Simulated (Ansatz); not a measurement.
System (SMILES): N#[N+][O-].
Atoms: N1, N2, O3. Bonds: N1-N2, N2-O3.

Basis-set convergence of the optimised N1-N2 bond length at HF with Ansatz (a program for electronic structure). All functions are spherical. The program fits the integrals of some runs and decomposes those of others, by size. No added dispersion term, no relativity. Reference: the value in def2-QZVPPD, 1.0806 Å, itself unsure by roughly 0.0002 Å (its mean distance from pcseg-3, def2-QZVPP, cc-pVQZ). Deviations are taken from unrounded values.

```csv
basis,functions,optimised N1-N2 bond length (Å)
cc-pVDZ,42,1.0916
aug-cc-pVDZ,69,1.0922
def2-SVP,42,1.0889
def2-SVPD,63,1.0882
pcseg-1,42,1.0872
aug-pcseg-1,69,1.0882
6-311G**,54,1.0855
6-311+G**,66,1.0850
cc-pVTZ,90,1.0824
aug-cc-pVTZ,138,1.0819
pcseg-2,90,1.0810
aug-pcseg-2,138,1.0812
def2-TZVPP,93,1.0813
def2-TZVPPD,114,1.0812
def2-QZVPP,171,1.0807
def2-QZVPPD,192,1.0806
```

What the diffuse functions change, pair by pair:
- cc-pVDZ to aug-cc-pVDZ: 27 more functions, deviation 0.0109 to 0.0115 Å
- def2-SVP to def2-SVPD: 21 more functions, deviation 0.0082 to 0.0076 Å
- pcseg-1 to aug-pcseg-1: 27 more functions, deviation 0.0065 to 0.0075 Å
- 6-311G** to 6-311+G**: 12 more functions, deviation 0.0049 to 0.0044 Å
- cc-pVTZ to aug-cc-pVTZ: 48 more functions, deviation 0.0017 to 0.0012 Å
- pcseg-2 to aug-pcseg-2: 48 more functions, deviation 0.0003 to 0.0006 Å
- def2-TZVPP to def2-TZVPPD: 21 more functions, deviation 0.0007 to 0.0006 Å
- def2-QZVPP to def2-QZVPPD: 21 more functions, deviation 0.0000 to 0.0000 Å

Leaving out the reference's own pair, they bring the value nearer the reference by more than 0.0002 Å in 3 of 7 pairs.
